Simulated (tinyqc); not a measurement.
Worked calculation: harmonic frequencies on the UHF/sto-3g surface (energies and gradients from PySCF), for CH2, spin multiplicity 3. One step of it, computed by the program tinyqc.

Problem. One row of the Hessian: 1Cy. Displace 1Cy by +/-0.002 bohr; H(k, :) = (g(+) - g(-)) / (2 delta).

optimised positions (bohr):
```
            x          y         z
1C   0.009331  -0.057207  0.153622
2H  -0.086079   1.773627  1.059129
3H  -0.121673  -1.861929  1.105942
```

gradient at +delta (hartree/bohr):
```
              x            y            z
1C   0.00001346   0.00156823  -0.00000465
2H   0.00004202  -0.00079740  -0.00039826
3H  -0.00005548  -0.00077084   0.00040291
```

gradient at -delta (hartree/bohr):
```
              x            y            z
1C  -0.00001509  -0.00154597   0.00001952
2H  -0.00004060   0.00077974   0.00038529
3H   0.00005569   0.00076623  -0.00040480
```

Give: row of the Hessian.

Solution.

row of the Hessian (hartree/bohr^2): 1Cx 0.00714, 1Cy 0.77855, 1Cz -0.00604, 2Hx 0.02065, 2Hy -0.39428, 2Hz -0.19589, 3Hx -0.02779, 3Hy -0.38427, 3Hz 0.20193
